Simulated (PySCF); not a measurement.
## Polarisability as a sum over states

Compound: C5H7N.
Atom-mapped SMILES: `[CH2:1]=[N:2][C@:3]12[CH2:4][C@H:5]1[CH2:6]2` (hydrogens: H7, H8 on C1; H9, H10 on C4; H11 on C5; H12, H13 on C6)

Structure used (PBE0-D3(BJ)/def2-SVP), in Å, numbered top down from 1:
```xyz
13
C5H7N angstrom
C      2.1668    0.2239   -0.4975
N      1.2584   -0.6338   -0.2758
C      0.0382   -0.2218    0.2357
C     -1.0441   -1.1065    0.7690
C     -1.3061   -0.2361   -0.4041
C     -0.7420    1.0502    0.1125
H      2.0542    1.3022   -0.2776
H      3.1199   -0.1072   -0.9305
H     -1.4975   -0.8660    1.7419
H     -0.9115   -2.1753    0.5704
H     -1.5622   -0.5117   -1.4259
H     -0.3900    1.7637   -0.6422
H     -1.1843    1.5185    1.0046
```

Computed with TDDFT B3LYP/def2-SVPD, vertical, gas phase, core orbitals frozen in the response in PySCF.

Excitation energies and transition dipoles (atomic units, axes of the coordinates) of those of the lowest 10 singlets that add 0.02 au or more to the mean polarisability:

| state | ΔE (hartree) | μx | μy | μz |
| --- | --- | --- | --- | --- |
| S1 | 0.1741 | 0.524 | -0.006 | -0.018 |
| S2 | 0.2044 | -1.324 | -0.225 | 0.330 |
| S3 | 0.2317 | 0.068 | -0.066 | -0.381 |
| S4 | 0.2475 | -0.199 | -0.136 | -0.090 |
| S5 | 0.2543 | 0.176 | -0.141 | -0.242 |
| S6 | 0.2582 | 0.139 | 0.101 | -0.195 |
| S7 | 0.2599 | 0.455 | 0.204 | -0.010 |
| S8 | 0.2625 | -0.088 | -0.051 | 0.030 |
| S9 | 0.2763 | -0.026 | -0.518 | -0.069 |
| S10 | 0.2805 | 0.378 | -0.042 | 0.036 |

What does each state add to αxx, αyy and αzz, and how do the sums compare with the full static tensor?

Each state adds 2 μα² / ΔE.

| state | αxx (au) | αyy (au) | αzz (au) |
| --- | --- | --- | --- |
| S1 | 3.15 | 0.00 | 0.00 |
| S2 | 17.15 | 0.50 | 1.06 |
| S3 | 0.04 | 0.04 | 1.25 |
| S4 | 0.32 | 0.15 | 0.07 |
| S5 | 0.24 | 0.16 | 0.46 |
| S6 | 0.15 | 0.08 | 0.30 |
| S7 | 1.59 | 0.32 | 0.00 |
| S8 | 0.06 | 0.02 | 0.01 |
| S9 | 0.00 | 1.94 | 0.03 |
| S10 | 1.02 | 0.01 | 0.01 |
| all 10 states | 23.7 | 3.2 | 3.2 |
| full response | 85.0 | 63.9 | 54.0 |
| share (%) | 28 | 5 | 6 |

The rest comes from the higher roots of the same response equations.

Give the full tensor and its principal values.

In au, rows and columns x, y, z:
```
x   85.0  6.1 -8.5
y    6.1 63.9 -2.3
z   -8.5 -2.3 54.0
```
Principal values 51.8, 62.3 and 88.8 au; mean 67.6 au (10.02 Å³).

By how much does the contribution of these states grow at 532 nm?

With ω = 0.0856 hartree each state's term in the mean polarisability goes from f / ΔE² to f / (ΔE² − ω²), f = (2/3) ΔE |μ|²; the sum over all 10 states goes from 10.04 to 12.05 au, a rise of 2.00 au.

One conformer stands for the species.
